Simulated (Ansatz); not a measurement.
**SiH3+ (triplet): PBE, r2SCAN over a scan of the distance Si1–H2, cc-pVDZ**

Aim: run SiH3+ (triplet) with these functionals over a scan of the distance Si1–H2, and hold them against the top wave-function level at the same points.

The runs use Ansatz 0.2.0, Gaussian basis; cc-pVDZ, all electrons in the functionals.

The runs, in order: PBE, r2SCAN, at 1.211 Å; 1.333 Å; 1.492 Å; 1.644 Å; 1.834 Å; 2.073 Å; 2.352 Å; 2.713 Å; 3.363 Å; 3.963 Å; 5.098 Å.

15 further runs of the same task are left out: 11 that didn't finish, 4 set aside as unsound or not needed.

### Step 1. The system

The geometry derives from a PBE0/def2-TZVP stationary point (not a proven minimum). One bond is set to the value named and the two fragments are kept rigid.

4 atoms, charge 1, spin multiplicity 3.

Atoms are counted from 1 here; the program's logs count them from 0.

Bond lengths: Si1–H2 1.492 Å, Si1–H3 1.694 Å, Si1–H4 1.694 Å. Angles: H2–Si1–H3 105.3°, H2–Si1–H4 105.3°, H3–Si1–H4 30.1°.

Geometry (Å):

```xyz
4
H3Si
Si    0.0000    0.0677   -0.0787
H     0.0000   -1.2255   -0.8234
H     0.4393   -0.3298    1.5083
H    -0.4393   -0.3298    1.5083
```

No dispersion term is added.

The geometry shown and the zero of energy belong to the point 1.492 Å. The yardstick, FCI, and other wave-function levels (R restricted, U unrestricted, valence and pair active spaces) come from earlier runs.

### Step 2. PBE, 1.211 Å

in.yaml reads:

```yaml
crystal:
  periodic: [false, false, false]
  atoms:
    - {symbol: Si, position_ang: [0.000000, 0.059753, -0.083260]}
    - {symbol: H, position_ang: [0.000000, -0.989659, -0.687623]}
    - {symbol: H, position_ang: [0.439321, -0.337659, 1.503794]}
    - {symbol: H, position_ang: [-0.439321, -0.337659, 1.503794]}
basis:
  gaussian: {orbitals: cc-pVDZ}
total_charge: 1
magnetization: {spin_polarized: true, initial_magnetization: 2}
hamiltonian: {xc: {name: PBE}}
output: {orbitals: {seedname: orbitals}}
```

Started as:

```
$ ansatz run in.yaml --threads 1 --pin off --events-out ev --progress --plain --max-ram 2393MiB
```

The runs that follow: PBE, 1.333 Å; PBE, 1.492 Å; PBE, 1.644 Å; PBE, 1.834 Å; PBE, 2.073 Å; PBE, 2.352 Å; PBE, 2.713 Å; PBE, 3.363 Å; PBE, 3.963 Å; PBE, 5.098 Å; r2SCAN, 1.211 Å; r2SCAN, 1.333 Å; r2SCAN, 1.492 Å; r2SCAN, 1.644 Å; r2SCAN, 1.834 Å; r2SCAN, 2.073 Å; r2SCAN, 2.352 Å; r2SCAN, 2.713 Å; r2SCAN, 3.363 Å; r2SCAN, 3.963 Å; r2SCAN, 5.098 Å.

Q: Predict the results of all the runs planned. Wanted: span of the FCI curve; largest miss, PBE; largest miss, r2SCAN; largest miss, RCCSD(T); largest miss, UCCSD(T).

As calculated:

| quantity | value |
| --- | --- |
| span of the FCI curve | 166.3 kJ/mol |
| largest miss, PBE | -13.6 kJ/mol (2.352 Å) |
| largest miss, r2SCAN | +41.9 kJ/mol (5.098 Å) |
| largest miss, RCCSD(T) | +0.9 kJ/mol (2.073 Å) |
| largest miss, UCCSD(T) | +1.0 kJ/mol (2.073 Å) |

Of the functionals, PBE keep the smallest largest miss at the points compared (at most 13.6 kJ/mol) and r2SCAN strays most (41.9 kJ/mol, at 5.098 Å). Functionals and the yardstick converge differently with the basis, so part of each miss in cc-pVDZ is the basis.
